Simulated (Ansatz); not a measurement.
Relaxation of CH6AlN (9 atoms, charge 0, multiplicity 1), to a largest force component of 0.03 eV/Å in at most 50 steps.

Level of theory: RKS PBE0-D4/def2-SVP in Ansatz.

```xyz
9
Properties=species:S:1:pos:R:3:forces:R:3
Al 0.229 0.254 -1.324 0.02 -0.02 0.18
N 1.214 0.043 1.615 0.32 0.12 -0.87
H 1.266 0.804 2.291 0.00 0.01 -0.01
H 1.526 -0.805 2.086 -0.02 0.01 -0.01
H 1.913 0.247 0.875 -0.29 -0.11 0.68
C -1.712 -0.085 -1.033 -0.04 0.00 0.03
H -1.890 -1.011 -0.455 0.00 0.00 0.00
H -2.195 0.738 -0.472 0.02 -0.01 0.00
H -2.254 -0.185 -1.992 0.00 0.00 0.00
```

Question: Where does it end, and by what steps?

Answer: The run converged. After 9 steps the energy has fallen by 0.489 eV; H3 moved furthest, 1.10 Å. Joined: Al1–N2 (3.11 → 2.24 Å).

| step | energy less start (eV) | largest force component (eV/Å) | accepted |
| --- | --- | --- | --- |
| 0 | 0.0000 | 0.868 | yes |
| 1 | -0.0852 | 0.942 | yes |
| 2 | -0.1694 | 1.690 | yes |
| 3 | -0.3185 | 0.545 | yes |
| 4 | -0.3718 | 0.296 | yes |
| 5 | -0.4254 | 0.464 | yes |
| 6 | -0.4759 | 0.254 | yes |
| 7 | -0.4870 | 0.093 | yes |
| 8 | -0.4876 | 0.114 | yes |
| 9 | -0.4887 | 0.020 | yes |

```xyz
9
Properties=species:S:1:pos:R:3
Al 0.567 0.236 -1.182
N 1.013 0.096 1.008
H 0.475 0.793 1.530
H 0.731 -0.817 1.373
H 1.996 0.230 1.242
C -1.367 -0.088 -0.674
H -1.520 -1.038 -0.122
H -1.767 0.719 -0.027
H -2.029 -0.131 -1.556
```

Whether the end is a true minimum wasn't checked by a vibrational analysis.

Run time: 26 s on 1 thread of Arm Neoverse V2, with other jobs on the host, peak memory 0.16 GiB.
